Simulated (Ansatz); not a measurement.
Eight cases of barrier height of first-row species (electronic energies, kcal/mol), geometries: HTBH set, NHTBH set. Functionals by Ansatz (an electronic-structure program) in def2-TZVPD; columns hold the difference against the high level (Ansatz, AFQMC by cisd_afqmc): A = CCSD(T)/CBS(aug-cc-pVTZ,aug-cc-pVQZ) + [CCSDT(Q) - CCSD(T)]/aug-cc-pVDZ + core + X2C; B = CCSD(T)/CBS(aug-cc-pVTZ,aug-cc-pVQZ) + [CCSDT(Q) - CCSD(T)]/aug-cc-pVTZ + [CCSDTQ - CCSDT(Q)]/aug-cc-pVDZ + core + X2C; C = CCSD(T)/CBS(aug-cc-pVTZ,aug-cc-pVQZ) + [FCI - CCSD(T)]/aug-cc-pVQZ + core + X2C. The cases were drawn at random from those of this class that have a high level and all functionals. Left out are anions, K, Ca, elements past Kr, ionisation of Li, Na and Mg, pi-pi* triplets of linear molecules. Runs that doubt their state, and full CI more than 15 mEh from coupled cluster, are set aside; a case stays where another high level and all functionals remain. AFQMC serves as high level only in triple zeta or larger, with a steady walk, a bar under 0.8 kcal/mol and agreement with other high levels or trials where they ran; where none ran, an unstable determinant or (outside 3d species) a high T1 diagnostic also bars it, so strongly correlated cases are thinned. No case was kept or dropped by the size of a functional's miss. Each difference is the functional minus the high level; affinities count positive where energy is released, gaps as the second state minus the first. UHF or UKS for unpaired electrons; spin-orbit terms are left out. CBS(X,Y): correlation extrapolated as X^-3, Hartree-Fock from the larger set. A bracket is a step between two methods taken in the basis named. The functionals are non-relativistic, so their misses hold any scalar relativity. '+ core + X2C': CCSD(T) terms for core correlation (cc-pwCVTZ) and scalar relativity (cc-pVTZ-DK). Full CI freezes restricted core orbitals, also for open shells; the composite that ends in it estimates full CI at the basis-set limit. For partners of very few electrons the exact lower level stands in for a higher one. The UHF reference of CH5O (saddle point or complex, doublet) is spin-contaminated (<S^2> up to 0.04 over the pure value in the sets run). The UHF reference of C2H5 (saddle point or complex, doublet) is spin-contaminated (<S^2> up to 0.20 over the pure value in the sets run). The UHF reference of HN2 ([N]=N, doublet) is spin-contaminated (<S^2> up to 0.13 over the pure value in the sets run). The UHF reference of HN2 (saddle point or complex, doublet) is spin-contaminated (<S^2> up to 0.15 over the pure value in the sets run). The UHF reference of CH5 (saddle point or complex, doublet) is spin-contaminated (<S^2> up to 0.04 over the pure value in the sets run). The UHF reference of H2O (saddle point or complex, triplet) is spin-contaminated (<S^2> up to 0.06 over the pure value in the sets run). The UHF reference of H3 (saddle point or complex, doublet) is spin-contaminated (<S^2> up to 0.04 over the pure value in the sets run). The UHF reference of CH4O (saddle point or complex, triplet) is spin-contaminated (<S^2> up to 0.06 over the pure value in the sets run).

| case | level | value |
|---|---|---|
| CH3 (SMILES [CH3], doublet) + H2O (oxidane, SMILES O) over the saddle point towards HO (SMILES [OH], doublet) + CH4 (methane, SMILES C) | A | 19.3 |
| F (doublet) + H2 (molecular hydrogen, SMILES [H][H]) over the saddle point towards HF (fluorane, SMILES F) + H (doublet) | B | 1.0 |
| H (doublet) + C2H4 (ethene, SMILES C=C) over the saddle point towards C2H5 (SMILES [CH2]C, doublet) | A | 1.9 |
| N2H (SMILES [N]=N, doublet) over the saddle point towards H (doublet) + N2 (molecular nitrogen, SMILES N#N) | A | 10.6 |
| CH3 (SMILES [CH3], doublet) + H2 (molecular hydrogen, SMILES [H][H]) over the saddle point towards H (doublet) + CH4 (methane, SMILES C) | A | 11.7 |
| H2 (molecular hydrogen, SMILES [H][H]) + O (triplet) over the saddle point towards H (doublet) + HO (SMILES [OH], doublet) | B | 12.6 |
| H (doublet) + H2 (molecular hydrogen, SMILES [H][H]) over the saddle point towards H (doublet) + H2 (molecular hydrogen, SMILES [H][H]) | C | 9.6 |
| HO (SMILES [OH], doublet) + CH3 (SMILES [CH3], doublet) over the saddle point towards O (triplet) + CH4 (methane, SMILES C) | A | 8.6 |

### Question
Predict the difference of PBE, wB97M-V, CAM-B3LYP for each case and sum up.

### Answer

```tsv
case	PBE	wB97M-V	CAM-B3LYP
CH3 (SMILES [CH3], doublet) + H2O (oxidane, SMILES O) over the saddle point towards HO (SMILES [OH], doublet) + CH4 (methane, SMILES C)	-10.7	-2.9	-4.4
F (doublet) + H2 (molecular hydrogen, SMILES [H][H]) over the saddle point towards HF (fluorane, SMILES F) + H (doublet)	-13.4	-3.0	-5.8
H (doublet) + C2H4 (ethene, SMILES C=C) over the saddle point towards C2H5 (SMILES [CH2]C, doublet)	-2.0	0.9	-1.7
N2H (SMILES [N]=N, doublet) over the saddle point towards H (doublet) + N2 (molecular nitrogen, SMILES N#N)	-1.9	0.6	0.8
CH3 (SMILES [CH3], doublet) + H2 (molecular hydrogen, SMILES [H][H]) over the saddle point towards H (doublet) + CH4 (methane, SMILES C)	-7.8	-1.5	-2.8
H2 (molecular hydrogen, SMILES [H][H]) + O (triplet) over the saddle point towards H (doublet) + HO (SMILES [OH], doublet)	-13.9	-2.5	-5.9
H (doublet) + H2 (molecular hydrogen, SMILES [H][H]) over the saddle point towards H (doublet) + H2 (molecular hydrogen, SMILES [H][H])	-6.0	-1.0	-4.7
HO (SMILES [OH], doublet) + CH3 (SMILES [CH3], doublet) over the saddle point towards O (triplet) + CH4 (methane, SMILES C)	-9.4	-2.4	-3.5
```
PBE: mean -8.1, mean absolute 8.1, median absolute 8.6, largest -13.9; wB97M-V: mean -1.5, mean absolute 1.9, median absolute 1.9, largest -3.0; CAM-B3LYP: mean -3.5, mean absolute 3.7, median absolute 4.0, largest -5.9 kcal/mol. PBE lies above in 0 and below in 8 of the eight.
